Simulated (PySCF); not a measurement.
**Worked example: refractive index and permittivity of the vapour**

chloromethane (CH3Cl), SMILES ClC.

Geometry: B3LYP-D3(BJ)/def2-TZVP.

PBE/def2-TZVPD (PySCF) gives a mean static polarisability of 30.7 bohr³ and a dipole moment of 1.90 D. Take an ideal gas at 298.15 K and 1 bar, whether or not the substance is that volatile.

Question: Work out n − 1 in the optical limit and the static ε − 1.

Answer: 
Polarisability volume α' = 30.7 × 0.148185 = 4.55 Å³. Number density N = p/kT = 2.43e-5 Å⁻³.
Dilute limit of Lorentz–Lorenz: n − 1 = 2π N α' = 0.00069.
Orientation term of Debye: μ²/(3kT) = 8.098 Å³ × μ²(D²) = 29.23 Å³.
ε − 1 = 4π N (α' + μ²/3kT) = 0.010. Orientation of the dipole supplies 87 % of the static response; it can't follow optical fields. Vibrational polarisation and dispersion are left out.
